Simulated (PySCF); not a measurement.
## Bond curve of NaS

Set-up: PySCF, no relativity, basis sets Na def2-TZVPP, S def2-TZVPP. Energies in eV from Na + S in their ground configurations at the same level. State: ²Π (doublet), unpaired electrons π ↑.

```csv
R (Å),PW91,UHF-SCS-MP2
2.140,-2.149,-1.892
2.239,-2.427,-2.183
2.339,-2.582,-2.343
2.413,-2.638,-2.401
2.488,-2.656,-2.419
2.563,-2.645,-2.406
2.662,-2.597,-2.353
2.787,-2.500,-2.249
2.936,-2.351,-2.087
3.135,-2.126,-1.840
```

Q: Put a parabola through the three lowest points of the PW91 curve and estimate Re, k and ωe (reduced mass 13.37 u; 1 eV/Å² = 0.16022 mdyn/Å; ωe = 1302.8·√(k/μ) cm⁻¹).

A: Through R = 2.413, 2.488, 2.563 Å the second-order coefficient is 2.58 eV/Å², so Re ≈ 2.497 Å, k ≈ 0.826 mdyn/Å and ωe ≈ 324 cm⁻¹. A polynomial fit of higher order to the unrounded PW91 energies gives Re = 2.494 Å, k = 0.817 mdyn/Å, ωe = 322 cm⁻¹; anharmonicity and rounding make the difference.

The higher-order fit for each curve: PW91: Re = 2.494 Å, ωe = 322 cm⁻¹, De = 2.66 eV; UHF-SCS-MP2: Re = 2.491 Å, ωe = 332 cm⁻¹, De = 2.42 eV.

Correlated steps freeze 6 core orbitals. The state is the lowest determinant that a PBE0 search found; another state may lie lower at other levels.
